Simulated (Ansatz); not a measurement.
# C2S4: the cost of one run

Computed with Ansatz 0.2.0 (the levels named in each step, unless a step's input says otherwise).

### Step 1. The system as given

Bond lengths: S1–C2 1.550 Å, C2–S3 1.550 Å, S4–C5 1.550 Å, C5–S6 1.550 Å. Angles: S1–C2–S3 179.7°, S4–C5–S6 179.7°.

Coordinates:

```xyz
6

S     0.3810    1.9236    1.2106
C    -0.7023    0.8278    1.3776
S    -1.7853   -0.2691    1.5370
S     1.3997   -1.7908   -0.3808
C     0.7047   -0.8276   -1.3765
S     0.0038    0.1362   -2.3672
```

### Step 2. A rough first relaxation, PBE-D4/def2-SVP

input.yaml

```yaml
crystal:
  periodic: [false, false, false]
  atoms:
    - { symbol: S, position_ang: [0.38096, 1.92364, 1.21056] }
    - { symbol: C, position_ang: [-0.70227, 0.82779, 1.37762] }
    - { symbol: S, position_ang: [-1.78533, -0.26914, 1.53701] }
    - { symbol: S, position_ang: [1.39969, -1.79076, -0.38078] }
    - { symbol: C, position_ang: [0.70468, -0.82761, -1.3765] }
    - { symbol: S, position_ang: [0.00379, 0.1362, -2.36721] }
basis:
  gaussian: { orbitals: def2-SVP }
hamiltonian:
  xc: pbe
  dispersion: d4
relax:
  f_tol: 0.03
  max_steps: 200
```

Launch:

```sh
> ansatz run input.yaml --threads 4 --pin off --max-ram 10240MiB --backend cpu --events-out ev --progress --plain --runs-dir out
```

Q: Estimate wall time and peak memory on 4 threads of Intel Xeon at 2.50GHz (Skylake/Cascade Lake), shared host.

About 18 s, with a peak of 0.16 GiB.
